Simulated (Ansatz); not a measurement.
Two isomers of C4H5N: A = `CC=C=C=N`, B = `C/C=C\C#N`.

Calculated with Ansatz (gas phase, PBE0-D4/def2-TZVP geometries, no zero-point term in ΔE). CBS: MP2 limit from def2 TZ/QZ plus the TZ coupled-cluster correction, frozen cores. This one scheme is used for every species. DFT in def2-TZVPP. One conformer a species, not always the lowest.

**Question.** Which isomer does CCSD(T)/CBS put lower? Give the gap. (Estimate.)

**Answer.** Computed: B, by 168.1 kJ/mol.

**Question.** Give E(B) − E(A) in kJ/mol with CCSD/def2-TZVPP, LDA (SPW92), ωB97M-V, PBE0-D4, r2SCAN-D4, B2PLYP, PBE-D4. (An estimate is asked.)

**Answer.** Computed: CCSD/def2-TZVPP -178.5, LDA (SPW92) -114.6, ωB97M-V -162.1, PBE0-D4 -142.5, r2SCAN-D4 -135.4, B2PLYP -157.5, PBE-D4 -126.1. None reverses the order clearly.

**Question.** Does the order hold for the free energy at 298.15 K (harmonic terms from PBE0-D4)? (Best estimate.)

**Answer.** Ansatz gave: Yes: G(B) − G(A) = -163.3 kJ/mol, for one conformer each.

Largest T1 diagnostic: 0.015.

From r2SCAN to r2SCAN0 (25 % exact exchange), in def2-TZVPP and without D4, E(B) − E(A) moves by −12.4 kJ/mol. Leaving LDA and LC-ωPBE aside and taking each functional with its dispersion term where it has one, the values, not all of them listed here, spread over 39.1 kJ/mol, from ωB97X-V to PBE-D4. LDA lies +9.9 kJ/mol from PBE without D4.
